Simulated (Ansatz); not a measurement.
## Structure relaxation of Be3I

Computed with DFT PBE, scalar-relativistic, plane waves, PAW in Ansatz 0.2.0. Cutoff 420 eV, Γ-centred k mesh, Gaussian smearing, no spin polarisation in the final step.

The start puts Be3I on the TiAl3 (D0_22) structure type (I4/mmm, No. 139), with I in place of Ti, Be in place of Al, at a guessed volume.

```xyz
4
Lattice="-1.9428 1.9428 4.3399 1.9428 -1.9428 4.3399 1.9428 1.9428 -4.3399" Properties=species:S:1:pos:R:3 pbc="T T T"
Be    0.0000    0.0000    4.3399
Be    1.9428    0.0000    2.1699
Be    0.0000    1.9428    2.1699
I     0.0000    0.0000    0.0000
```

Steps on the 6×6×6 mesh (4 atoms). 11 of 15 steps are shown, and the free energy counts from the last. Trial steps that were taken back and renewals of the plane-wave basis can be among the rows.

```csv
step,ΔF (meV/atom),V (Å³/atom),P (GPa)
1,97.1,16.38,-4.17
2,80.7,14.29,2.61
4,73.5,14.96,-0.03
5,72.4,15.00,0.16
6,63.3,15.19,0.56
7,31.7,15.32,1.15
9,9.8,15.97,0.39
11,7.2,16.11,0.24
12,5.7,16.37,-0.02
14,0.2,16.98,0.15
15,0.0,16.98,0.16
```

A final relaxation ran on a 18×18×18 mesh. The relaxed crystal, I4/mmm (No. 139):

```cif
data_structure
_symmetry_space_group_name_H-M 'I4/mmm'
_symmetry_Int_Tables_number 139
_cell_length_a 3.4623
_cell_length_b 3.4623
_cell_length_c 11.3522
_cell_angle_alpha 90.000
_cell_angle_beta 90.000
_cell_angle_gamma 90.000
_cell_volume 136.08
loop_
_atom_site_label
_atom_site_type_symbol
_atom_site_symmetry_multiplicity
_atom_site_Wyckoff_symbol
_atom_site_fract_x
_atom_site_fract_y
_atom_site_fract_z
_atom_site_occupancy
Be1 Be 2 b 0.50000 0.50000 0.00000 1
Be2 Be 4 d 0.50000 0.00000 0.25000 1
I1 I 2 a 0.00000 0.00000 0.00000 1
```

```json
{
 "Volume per atom": "17.0 Å³",
 "Density": "3.8 g/cm³",
 "Energy over the elements": "1.20 eV/atom",
 "Gap on the 18×18×18 mesh": "0 eV (a metal)"
}
```

The zero of energy is the elements' standard structures at the same level; no fitted shifts are applied.

The final run used a 18×18×18 mesh on its 4-atom cell and 0.10 eV smearing. For metals, differences of a few meV/atom aren't resolved. No dispersion correction is applied, so the spacing between layers, chains or molecules is poorly fixed, and with it the volume and density. Spin–orbit coupling is left out.

Symmetry constrained the relaxation, so the result can be a saddle point.

Cost: 3 runs of about 1.5 core-minutes in all, on Intel Xeon 6975P-C (Granite Rapids) (shared hosts).